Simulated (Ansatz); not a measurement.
# How far each method lies from full CI for HBC, triplet

Geometry: a point of a stretch scan, not a stationary point.

```yaml
atoms:
  - { symbol: B, position_ang: [0.0000, 0.0000, 0.0113] }
  - { symbol: C, position_ang: [0.0000, 0.0000, -1.4376] }
  - { symbol: H, position_ang: [0.0000, 0.0000, 1.4263] }
```

Basis 6-31G; Ansatz 0.2.0. Correlated methods freeze the noble-gas cores, which leaves 8 electrons in 18 orbitals. Prefix R: restricted or restricted open-shell reference; prefix U: unrestricted. Active spaces: pair = (4e, 4o) about the gap; valence = (8e, 9o) chosen from the atoms' valence shells.

Full CI is exact within this basis and frozen core; it isn't the basis-set limit. The frozen core follows each run's orbitals, which can shift R against U totals by a few meV.

Unrestricted rows (U) aren't spin-pure: their determinants' ⟨S²⟩ exceeds S(S+1) by up to 0.42, so they mix in states of higher spin. Coupled cluster chose its determinant by a search with trial CCSD, here up to 0.38 eV above the lowest Hartree–Fock solution of its kind.

```
UHF ⟨S²⟩                          : 2.422
T1 diagnostic (RCCSD)             : 0.0400
largest doubles amplitude (RCCSD) : 0.152
T1 diagnostic (UCCSD)             : 0.0745
```

**Question.** From what is known of these methods and the diagnostics, rank them by the size of their error in total energy against full CI in 6-31G, smallest first (an estimate: the text doesn't fix the numbers).
A. RCCSDT
B. CASSCF (valence space)
C. MRCISD+Q (pair space)
D. UCCSD
E. NEVPT2 (pair space)

**Answer.** A (1.1 kJ/mol), C (5.0 kJ/mol), D (15.8 kJ/mol), E (75.2 kJ/mol), B (90.5 kJ/mol).

All errors are against full CI in 6-31G. Within each family the higher level lies nearer, as is usual though not guaranteed.

The full-CI state has the irrep B1 of C2v, in the program's axes (one component, if the state is degenerate).

Natural occupations of full CI about the gap: 1.965 1.948 1.867 0.999 0.975 0.123 0.046 0.033 0.017 0.007; effectively unpaired electrons, Σ n²(2−n)², 2.14.
